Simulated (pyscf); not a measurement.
## Four-centre exchange: O=Mo(=O)(OH)–OH + HCl → O=Mo(=O)(OH)–Cl + H₂O

Gas phase, singlet surface, charge 0. Bonds broken: Mo1–O2, Cl8–H9. Bonds formed: Mo1–Cl8, O2–H9. Single points on ωB97X-D3(BJ)/def2-SVP structures (PySCF, gas phase).

Transition state (Å):

```xyz
9

Mo    -0.6335    -0.1909     0.1276
O      0.5834     0.7912     1.3818
O      0.5288    -0.8314    -0.8711
O     -1.5131     0.8542    -0.8126
O     -1.6407    -1.6720     0.6372
H      1.4252     1.2205     1.1806
H     -2.5013    -1.5361     1.0592
Cl    -1.8136     0.9204     2.4278
H     -0.3687     1.1361     2.1489
```

One imaginary mode, 732i cm⁻¹; descent along it reached the two sides named, in the forms told below.

| bond | change | reactant side (Å) | saddle | product side |
|---|---|---|---|---|
| Mo1–O2 | breaks | 1.898 | 2.005 | 2.346 |
| Cl8–H9 | breaks | 1.298 | 1.487 | 2.475 |
| Mo1–Cl8 | forms | 3.3 | 2.8 | 2.354 |
| O2–H9 | forms | 1.929 | 1.270 | 0.969 |

Electronic energies relative to the separated reactants (eV):

```tsv
level	barrier	reaction energy	reverse barrier
ωB97X-D3(BJ)/def2-TZVP	0.08	-0.40	0.47
PBE/def2-TZVP	0.12	-0.30	0.41
r²SCAN/def2-TZVP	0.07	-0.29	0.36
B3LYP-D3(BJ)/def2-TZVP	0.16	-0.30	0.46
PBE0-D3(BJ)/def2-TZVP	0.10	-0.33	0.43
M06-2X/def2-TZVP	0.11	-0.32	0.43
ωB97M-D3(BJ)/def2-TZVP	0.21	-0.27	0.49
HF/def2-TZVP	0.84	-0.25	1.09
```

With ωB97M-D3(BJ)/def2-TZVP energies and thermal terms (ideal gas, 1 atm, RRHO with modes under 100 cm⁻¹ raised to 100, one conformer, R ln 2 for rigid chiral ones), in eV:

```json
[
 {"T (K)": "298", "ΔH‡": "0.19", "ΔG‡": "0.65", "ΔH": "-0.19", "ΔG": "-0.22"},
 {"T (K)": "600", "ΔH‡": "0.18", "ΔG‡": "1.12", "ΔH": "-0.21", "ΔG": "-0.25"},
 {"T (K)": "900", "ΔH‡": "0.19", "ΔG‡": "1.59", "ΔH": "-0.23", "ΔG": "-0.26"},
 {"T (K)": "1200", "ΔH‡": "0.21", "ΔG‡": "2.06", "ΔH": "-0.25", "ΔG": "-0.26"}
]
```

On the reactant side the descent ends in a complex, 0.26 eV under the separated species and 0.34 eV under the saddle at ωB97X-D3(BJ)/def2-TZVP. On the product side the descent ends in an adduct with a Mo–O contact, 0.42 eV under the separated species and 0.90 eV under the saddle at ωB97X-D3(BJ)/def2-TZVP. What is counted as broken (Mo–O) persists as a longer contact in the product adduct; parting that adduct is a step of its own. This is the saddle that the search found; another between the same sides may lie lower. Elements past Kr carry the def2 core potentials, without spin-orbit coupling.
